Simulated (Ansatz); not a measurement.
System: anthracene C₁₄H₁₀. Method: LDA (PAW; Ansatz, a first-principles code).

Numerical settings: plane-wave cutoff 500 eV, 4×4×4 k mesh, gaussian smearing 0.02 eV, scalar-relativistic PAW data made under PBE.

Computed at the level's own relaxed cell.

Question: Give the computed volume per atom.

Answer: 
- volume per atom = 8.63 Å³/atom

Note: the volume lies 9 % below that of the published cell.

Computed values are for the static lattice.

The result took very roughly 40 core-minutes.
